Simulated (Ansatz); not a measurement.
Start from `NBO` and change one atom or group to get `OBO`.

Ansatz, PBE0-D4/def2-TZVP geometries, multiplicity 1. Each molecule was computed in one conformer, which needn't be the lowest.

| property | `NBO` |
| --- | --- |
| LUMO energy (PBE0/def2-TZVPP) / eV | 1.14 |
| HOMO energy (B3LYP/def2-TZVPP) / eV | -7.51 |
| size of the dipole moment (B3LYP/def2-TZVPP) / D | 0.63 |
| HOMO–LUMO gap (ωB97M-V/def2-TZVPP) / eV | 12.60 |
| HOMO energy (ωB97M-V/def2-TZVPP) / eV | -10.16 |
| HOMO energy (PBE/def2-TZVPP) / eV | -6.31 |

Question: Give the same properties after the change, and the shifts. (An estimate is asked.)

Answer: The calculation gave: 
| property | `OBO` | shift |
| --- | --- | --- |
| LUMO energy (PBE0/def2-TZVPP) / eV | 0.92 | -0.22 |
| HOMO energy (B3LYP/def2-TZVPP) / eV | -9.14 | -1.63 |
| size of the dipole moment (B3LYP/def2-TZVPP) / D | 1.53 | 0.90 |
| HOMO–LUMO gap (ωB97M-V/def2-TZVPP) / eV | 14.11 | 1.51 |
| HOMO energy (ωB97M-V/def2-TZVPP) / eV | -11.88 | -1.72 |
| HOMO energy (PBE/def2-TZVPP) / eV | -7.73 | -1.42 |

With PBE0 the HOMO falls by 1.65 eV and the LUMO falls by 0.22 eV, so the gap widens by about 1.43 eV. PBE moves the HOMO by -1.42 eV and ωB97M-V by -1.72 eV. Dipoles are sizes alone; their direction can turn.

B3LYP here is the variant with VWN-RPA as its local correlation; programs differ in this.
